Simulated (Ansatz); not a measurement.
How methods differ on SiH (SMILES [SiH])

The species is SiH (2 atoms), meant as a doublet with charge 0. As SMILES, `[SiH]`. The shape is that of a PBE0-D4/def2-TZVP optimisation.

```xyz
2

Si    0.0000    0.0000   -0.0076
H     0.0000    0.0000    1.5241
```

Quantity: the energy change with the Si1–H2 bond stretched from 1.532 to 3.791 Å, in eV. The values are calculated.

```tsv
level	kind	program	value (eV)	less CCSDT/6-311G**
UHF/6-311G**	Hartree–Fock	Ansatz	2.18	-0.75
USVWN5/6-311G**	LDA	Ansatz	3.29	+0.36
U-r2SCAN/6-311G**	meta-GGA	Ansatz	2.98	+0.05
UB3LYP/6-311G**	global hybrid	Ansatz	3.11	+0.18
UCAM-B3LYP/6-311G**	range-separated hybrid	Ansatz	3.11	+0.18
UB2PLYP/6-311G**	double hybrid	Ansatz	3.04	+0.11
RPA@PBE/6-311G**	RPA	Ansatz	3.00	+0.07
UCCSDT/6-311G**	coupled cluster or CI	Ansatz	2.93	0.00
FCI/3-21G	exact in the basis	Ansatz	2.36	-0.57
```

UCCSDT/6-311G** is the highest level here, not the true value. At this stretch a single reference begins to fail. The first shape isn't each level's own minimum. The values span 2.18 to 3.29 eV. Spin contamination of the reference (⟨S²⟩ at least 0.1 too high) touches UHF/6-311G**, USVWN5/6-311G**, U-r2SCAN/6-311G**, UB3LYP/6-311G**, UCAM-B3LYP/6-311G**, UB2PLYP/6-311G**, RPA@PBE/6-311G**, UCCSDT/6-311G**. High-level rows in very small sets aren't better than simpler rows in larger ones.
